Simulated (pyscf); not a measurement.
Single points on ωB97X-D3(BJ)/def2-SVP structures (PySCF, gas phase).

Question: Estimate by transition-state theory the rate constant of H₃C–Al(OH)–OH + borane (BH₃) → H₂B–CH₂–Al(OH)–OH + hydrogen (H₂) (singlet surface; C–H, B–H broken, B–C, H–H formed) at 600 K, with ωB97M-D3(BJ)/def2-TZVP energies (ideal gas, 1 atm, RRHO with modes under 100 cm⁻¹ raised to 100, one conformer, R ln 2 for chiral ones without a mode under 150 cm⁻¹; no tunnelling).

Answer: The electronic barrier is 16.1 kcal/mol and the thermal terms add +22.7, so ΔG‡ = 38.9 kcal/mol. With k_BT/h = 1.25e+13 s⁻¹ and RT = 1.192 kcal/mol, and a volume of 8.18e-20 cm³ per molecule at 1 atm, k = 7.2e-21 cm³ molecule⁻¹ s⁻¹. Wigner's tunnelling factor for 1145i cm⁻¹ would be 1.31. A shift of 1 kcal/mol in the barrier changes k by a factor 2.3. At the saddle there is also a short B–H contact that neither side keeps. This is the saddle that the search found; another between the same sides may lie lower.
